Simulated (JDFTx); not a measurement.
Input for a modified build of JDFTx: Al (SMILES [Al+]), charge +1, multiplicity 1, soft-sphere model, water, 0.5 M NaF; lengths in bohr, energies in hartree. JDFTx counts charge in electrons: elec-initial-charge is the number of excess electrons. The run starts from orbitals saved by an earlier run of the same system.

```
lattice \
  14.1729459347 0.0000000000 0.0000000000 \
  0.0000000000 14.1729459347 0.0000000000 \
  0.0000000000 0.0000000000 14.1729459347
coords-type Cartesian
ion Al 0.0000000000 0.0000000000 0.0000000000 0
ion-species pseudo/al_pbe_v1.upf
elec-cutoff 20 100
elec-ex-corr gga-PBE
symmetries none
elec-n-bands 1
elec-initial-charge -1
electronic-minimize nIterations 150 energyDiffThreshold 1e-7
fluid LinearPCM
pcm-variant SoftSphere
fluid-solvent H2O
fluid-cation Na+ 0.5
fluid-anion F- 0.5
fluid-minimize nIterations 400 knormThreshold 1e-11
wavefunction read s0.wfns 4
dump-name s4.$VAR
dump End State Ecomponents EigStats BandEigs Forces ElecDensity IonicPositions FluidDebug
```

The log closes as follows.

```
[...]
ElecMinimize: Iter:   4  Etot: -1.879347602636504  |grad|_K:  3.506e-07  alpha:  1.984e+00  linmin: -2.150e-02
ElecMinimize: Iter:   5  Etot: -1.879347606309525  |grad|_K:  9.793e-08  alpha:  2.438e+00  linmin:  1.219e-06
ElecMinimize: Iter:   6  Etot: -1.879347606597918  |grad|_K:  1.970e-08  alpha:  2.475e+00  linmin: -2.653e-04
ElecMinimize: Converged (|Delta Etot|<1.000000e-07 for 2 iters).

# Ionic positions in cartesian coordinates:
ion Al   0.000000000000000   0.000000000000000   0.000000000000000 0

# Forces in Cartesian coordinates:
force Al   0.000000001138771  -0.000000000599149   0.000000000315856 0

# Energy components:
   A_diel =       -0.0182348643196096
   Eewald =       -0.9008599000157758
       EH =        0.3680445387894721
     Eloc =       -1.7506609715935875
      Enl =        0.4653458381761577
      Exc =       -1.7553065256408868
 Exc_core =        1.2521969245690387
       KE =        0.4590818139013583
  MuShift =        0.0010455395359152
-------------------------------------
     Etot =       -1.8793476065979176


	eMin: -0.297834 at state 0 ( [ +0.000000 +0.000000 +0.000000 ] spin 0 )
	HOMO: -0.297834 at state 0 ( [ +0.000000 +0.000000 +0.000000 ] spin 0 )
```

The run took 7 electronic cycles (a count that differs between repeats, as do the digits past 10⁻⁶ Ha); the highest occupied level lies at -8.10 eV from the bulk liquid; the total lies -3.44 eV from the vacuum run at this geometry. The continuum can't coordinate to the solute or react with it.
